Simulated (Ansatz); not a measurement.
A made-up structure of CH$_{6}$SSi, singlet:

Si1  (0.911, -0.027, -0.046)
C2  (-0.864, 0.166, -0.626)
S3  (0.999, -0.912, 1.534)
H4  (-1.296, -0.789, -0.785)
H5  (-0.906, 0.727, -1.524)
H6  (-1.414, 0.679, 0.121)
H7  (1.623, -0.837, -0.970)
H8  (1.591, 1.217, 0.035)
H9  (0.089, -0.176, 2.193)
(Å)

It is relaxed with PBE-D4/def2-SVP and then PBE0-D4/def2-TZVP (Ansatz 0.2.0). Atoms count as bonded within 1.22 times the sum of their covalent radii (H–H: 0.88 Å). The end point is not checked to be a true minimum.

(1) Does its bonding change? (A judgement: the text doesn't fix the answer.)

Results:

(1) Computed: No: no bond forms or breaks.

Where it ends: The first stage lowers the energy by 1.88 eV in 7 steps. It ends as CH₆SSi ([CH3][SiH2][SH]):
```tsv
atom	x (Å)	y (Å)	z (Å)
Si1	0.8692	-0.0174	-0.0996
C2	-0.8839	0.1871	-0.7013
S3	0.9866	-1.1039	1.7436
H4	-1.3619	-0.7856	-0.8314
H5	-0.8978	0.7142	-1.6593
H6	-1.4746	0.7661	0.0123
H7	1.6699	-0.8404	-1.0415
H8	1.5117	1.3154	0.0500
H9	0.3131	-0.1871	2.4592
```

Labels in which every atom is bracketed show which atoms are joined, not bond orders.

For scale, one of the runs: PBE0-D4/def2-TZVP relaxation, 141 basis functions, launched by `ansatz run in.yaml --threads 2 --pin off --events-out ev --progress --plain --max-ram 4352MiB`. Hardware: 2 CPU threads of an Arm Neoverse V1, shared host. Wall time about 21 s.
